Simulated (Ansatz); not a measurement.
# AlH3O+ (quartet): wave-function methods side by side, cc-pVDZ

One table from this session's results is given with a row withheld; the runs are named, their logs left out.

Program: Ansatz 0.2.0, Gaussian basis. Level of theory: cc-pVDZ, core rule «outside noble gas», up to 6 orbitals frozen. These are calculated values, not measurements.

The runs, in order: UHF; CCSD(T) on ROHF; CCSD(T) on UHF; BCCD(T) on ROHF; CISD; CCSDT(Q) on ROHF; CCSDT(Q) on UHF.

30 further runs of the same task are left out: 11 for a known fault of the program, 7 that didn't finish, 12 set aside as unsound or not needed.

### The system

The geometry is a PBE0/def2-TZVP stationary point (not a proven minimum) of the parent state, kept for this charge and spin.

5 atoms, charge 1, spin multiplicity 4.

Atoms are counted from 1 here; the program's logs count them from 0.

Bond lengths: Al1–O2 1.705 Å, Al1–H3 1.840 Å, Al1–H4 1.840 Å, O2–H5 0.954 Å. Angles: O2–Al1–H3 78.2°, O2–Al1–H4 78.2°, H3–Al1–H4 156.4°, Al1–O2–H5 180.0°.

Set-up of the first run:

The input, in.yaml:

```yaml
crystal:
  periodic: [false, false, false]
  atoms:
    - {symbol: Al, position_ang: [0.000000, 0.000000, 0.667829]}
    - {symbol: O, position_ang: [0.000000, 0.000000, -1.037569]}
    - {symbol: H, position_ang: [0.000000, 1.801583, 0.292106]}
    - {symbol: H, position_ang: [0.000000, -1.801583, 0.292106]}
    - {symbol: H, position_ang: [0.000000, 0.000000, -1.991619]}
basis:
  gaussian: {orbitals: cc-pVDZ}
total_charge: 1
magnetization: {spin_polarized: true, initial_magnetization: 3}
hamiltonian: {xc: hf}
output: {orbitals: {seedname: orbitals}}
```

Launch:

```
ansatz run in.yaml --threads 1 --pin off --events-out ev --progress --plain --max-ram 2393MiB
```

Steps of the session up to this table: UHF; CCSD(T) on ROHF; CCSD(T) on UHF; BCCD(T) on ROHF; CISD; CCSDT(Q) on ROHF; CCSDT(Q) on UHF.

One of the session's tables, all rows but one given; the rest of the session is left out.

It belongs to the step «Misses and costs». 

```
   method  from UCCSDT(Q) (meV)
     ROHF               +6568.9
      UHF               +6490.2
     RMP2                +521.2
     UMP2                     ?
     CISD                +575.3
    RCCSD                +225.7
    UCCSD                +222.7
 RCCSD(T)                 +49.0
 UCCSD(T)                 +48.4
  BCCD(T)                 +50.5
   RCCSDT                 +23.3
   UCCSDT                 +23.2
RCCSDT(Q)                  +7.2
UCCSDT(Q)                     0
```

Q: Estimate the row for UMP2 from the others.

As computed: from UCCSDT(Q) (meV): +481.5. In the column «from UCCSDT(Q) (meV)» it lies between RCCSD (+225.7) and RMP2 (+521.2).

To keep in mind: Restricted and unrestricted rows rest on different reference determinants; where their highest levels disagree by more than a few hundredths of an eV, they describe different states and don't form one ladder.
